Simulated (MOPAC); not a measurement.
MOPAC input (PM7):

```
PM7 1SCF GEO-OK AUX(PRECISION=9) THREADS=1
C2H2O

C     0.00913574 1    0.00173503 1   -1.20562697 1
C    -0.00077797 1   -0.00014775 1    0.10266711 1
H     0.02818759 1    0.94008178 1   -1.73766571 1
H    -0.00183081 1   -0.93507619 1   -1.74059173 1
O    -0.00956292 1   -0.00181616 1    1.26200208 1
```

From the last part of the output:

```
                                                       MOPAC v23.2.5 Linux

          FINAL HEAT OF FORMATION =        -16.65086 KCAL/MOL =     -69.66720 KJ/MOL

          COSMO AREA              =         76.21 SQUARE ANGSTROMS
          COSMO VOLUME            =         57.74 CUBIC ANGSTROMS

          IONIZATION POTENTIAL    =          9.871048 EV
          HOMO LUMO ENERGIES (EV) =         -9.871  0.184
          NO. OF FILLED LEVELS    =          8
          MOLECULAR WEIGHT        =         42.0372         POINT GROUP:  C2v

          MOLECULAR DIMENSIONS (Angstroms)

            Atom       Atom       Distance
            O     5    H     3     3.14430
            H     4    H     3     1.79006
            C     2    C     1     0.00000

          SCF CALCULATIONS        =          1

   ATOM   CHEMICAL          X               Y               Z
  NUMBER   SYMBOL      (ANGSTROMS)     (ANGSTROMS)     (ANGSTROMS)

     1       C          0.00913574  *   0.00173503  *  -1.20562697  *
     2       C         -0.00077797  *  -0.00014775  *   0.10266711  *
     3       H          0.02818759  *   0.94008178  *  -1.73766571  *
     4       H         -0.00183081  *  -0.93507619  *  -1.74059173  *
     5       O         -0.00956292  *  -0.00181616  *   1.26200208  *

                             CARTESIAN COORDINATES

   1    C        0.009135740     0.001735030    -1.205626970
   2    C       -0.000777970    -0.000147750     0.102667110
   3    H        0.028187590     0.940081780    -1.737665710
   4    H       -0.001830810    -0.935076190    -1.740591730
   5    O       -0.009562920    -0.001816160     1.262002080

           Empirical Formula: C2 H2 O  =     5 atoms

      MOLECULAR POINT GROUP   :   C2v

                  EIGENVALUES
 -33.21087 -27.05681 -19.16905 -16.80281 -15.81467 -15.45514 -13.77090  -9.87105
   0.18408   0.88923   2.93161   5.05182   5.80608   6.50198

              NET ATOMIC CHARGES AND DIPOLE CONTRIBUTIONS

  ATOM NO.   TYPE          CHARGE      No. of ELECS.   s-Pop       p-Pop
    1          C          -0.648451        4.6485     1.05685     3.59161
    2          C           0.515137        3.4849     1.14008     2.34478
    3          H           0.209875        0.7901     0.79012
    4          H           0.209875        0.7901     0.79012
    5          O          -0.286437        6.2864     1.86674     4.41970
 DIPOLE           X         Y         Z       TOTAL
 POINT-CHG.     0.009     0.002    -1.233     1.234
 HYBRID        -0.004    -0.001     0.588     0.588
 SUM            0.005     0.001    -0.645     0.645

          ATOMIC ORBITAL ELECTRON POPULATIONS

     Atom    s        px        py        pz
    1  C   1.05685   1.42323   1.17526   0.99312
    2  C   1.14008   0.85528   0.62003   0.86947
    3  H   0.79012
    4  H   0.79012
    5  O   1.86674   1.72125   1.46232   1.23614

 **********************
 *                    *
 * JOB ENDED NORMALLY *
 *                    *
 **********************

 == MOPAC DONE ==
```

The geometry given is a B3LYP-D3(BJ)/def2-TZVP minimum.
